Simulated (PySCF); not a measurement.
Reaction (SMILES): C(#C)C → C1=CC1
B3LYP-D3(BJ)/def2-TZVP geometries, fixed; electronic energies without zero-point terms.

Effect of the auxiliary basis of density fitting at B3LYP/def2-SVP with PySCF, against the last row, where the isomerisation energy is 21.03 kcal/mol.

| setting | fitting functions, largest species | largest shift of a total energy (mEh) | shift of the isomerisation energy (kcal/mol) |
|---|---|---|---|
| density fitting: autoaux | 413 | -0.026 | -0.026 |
| density fitting: def2-universal-jkfit | 297 | -0.035 | -0.004 |
| density fitting: cc-pvtz-jkfit | 357 | -0.058 | 0.007 |
| density fitting: cc-pvqz-jkfit | 522 | -0.026 | -0.003 |
| density fitting: none | - | 0.000 | 0.000 |

Within 0.02 kcal/mol in the isomerisation energy: density fitting: def2-universal-jkfit; density fitting: cc-pvtz-jkfit; density fitting: cc-pvqz-jkfit. The largest shift is 0.058 mEh in a total energy and 0.026 kcal/mol in the difference.
